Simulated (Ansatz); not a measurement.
# Structure relaxation of ZrMo3

These are results of DFT r2SCAN, scalar-relativistic, plane waves, PAW (Ansatz), not measurements. Cutoff 500 eV, Γ-centred k mesh, Gaussian smearing, no spin polarisation in the final step.

ZrMo3 was placed on the Cu3Au (L1_2) structure type (Pm-3m, No. 221), with Zr in place of Au, Mo in place of Cu, at a guessed volume.

```yaml
crystal:
  lattice:
    - [3.90883, 0.00000, 0.00000]
    - [0.00000, 3.90883, 0.00000]
    - [0.00000, 0.00000, 3.90883]
  atoms:
    - { symbol: Zr, position: [0.00000, 0.00000, 0.00000] }
    - { symbol: Mo, position: [0.00000, 0.50000, 0.50000] }
    - { symbol: Mo, position: [0.50000, 0.00000, 0.50000] }
    - { symbol: Mo, position: [0.50000, 0.50000, 0.00000] }
```

Steps on the 4×4×4 mesh (4 atoms). 4 of 4 steps are shown, and the free energy counts from the last. Trial steps that were taken back and renewals of the plane-wave basis can be among the rows.

```json
{"step": "1", "ΔF (meV/atom)": "265.1", "V (Å³/atom)": "14.93", "P (GPa)": "38.59"}
{"step": "2", "ΔF (meV/atom)": "2.5", "V (Å³/atom)": "17.22", "P (GPa)": "1.93"}
{"step": "3", "ΔF (meV/atom)": "1.6", "V (Å³/atom)": "17.36", "P (GPa)": "0.34"}
{"step": "4", "ΔF (meV/atom)": "0.0", "V (Å³/atom)": "17.36", "P (GPa)": "0.38"}
```

A final relaxation ran on a 12×12×12 mesh. The relaxed crystal, Pm-3m (No. 221):

Space group Pm-3m (No. 221). a = 4.114 Å, b = 4.114 Å, c = 4.114 Å, α = 90.00°, β = 90.00°, γ = 90.00°
```csv
atom,site,symmetry,x,y,z
Zr,1a,m-3m,0.0000,0.0000,0.0000
Mo,3c,4/mm.m,0.0000,0.5000,0.5000
```

For ZrMo3, the volume per atom is 17.41 Å³, the density is 9.04 g/cm³ and the energy over the elements is 0.55 eV/atom. The gap on the 12×12×12 mesh is 0 eV (a metal).

Formation energies are uncorrected and refer to the elements' standard structures at the same level.

The final run used a 12×12×12 mesh on its 4-atom cell and 0.10 eV smearing. The k mesh leaves about 4 meV/atom of noise in metals.

Symmetry constrained the relaxation, so the result can be a saddle point.

Cost: 3 runs of about 1.5 core-minutes in all, on Intel Xeon Platinum 8375C (Ice Lake) (shared hosts).